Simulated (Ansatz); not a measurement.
Relaxation of CH₅MgSi (8 atoms, charge -1, multiplicity 1), to a largest force component of 0.02 eV/Å in at most 40 steps.

The calculation used UKS B3LYP/STO-3G in Ansatz.

```xyz
8
Properties=species:S:1:pos:R:3:forces:R:3
C -1.367 0.418 -0.623 0.46 0.12 0.10
Si 0.279 0.675 0.068 0.49 0.10 1.04
Mg 0.490 -1.206 1.580 2.46 -2.31 -1.68
H -1.558 -0.624 -0.938 0.15 0.10 -0.16
H -1.667 1.091 -1.437 -0.13 0.12 -0.16
H 0.382 2.066 0.668 -0.03 -0.86 -0.48
H 1.758 0.645 -0.540 -1.37 -0.04 0.31
H 1.683 -3.065 1.222 -2.03 2.75 1.01
```

Q: Where does it end, and by what steps?

A: The run converged. Limits of this set-up: minimal basis, an anion without diffuse functions, the dipole of an ion depends on the origin. After 10 steps the energy has fallen by 2.536 eV; H8 moved furthest, 0.81 Å. Joined: Mg3–H8.

| step | energy less start (eV) | largest force component (eV/Å) | accepted |
| --- | --- | --- | --- |
| 0 | 0.0000 | 2.751 | yes |
| 1 | -1.4239 | 2.222 | yes |
| 2 | -2.0297 | 1.846 | yes |
| 3 | -2.3211 | 0.701 | yes |
| 4 | -2.4577 | 0.668 | yes |
| 5 | -2.4893 | 0.741 | yes |
| 6 | -2.5197 | 0.368 | yes |
| 7 | -2.5338 | 0.153 | yes |
| 8 | -2.5341 | 0.171 | yes |
| 9 | -2.5359 | 0.023 | yes |
| 10 | -2.5361 | 0.013 | yes |

```xyz
8
Properties=species:S:1:pos:R:3
C -1.457 0.405 -0.581
Si 0.298 0.497 0.004
Mg 0.949 -1.424 1.139
H -1.509 -0.495 -1.248
H -1.620 1.250 -1.298
H 0.451 1.632 0.934
H 1.470 0.878 -0.870
H 1.417 -2.743 1.919
```

Whether the end is a true minimum wasn't checked by a vibrational analysis.

Time of the run: 26 s on 1 thread of Arm Neoverse V1 (shared host), peak memory 0.13 GiB.
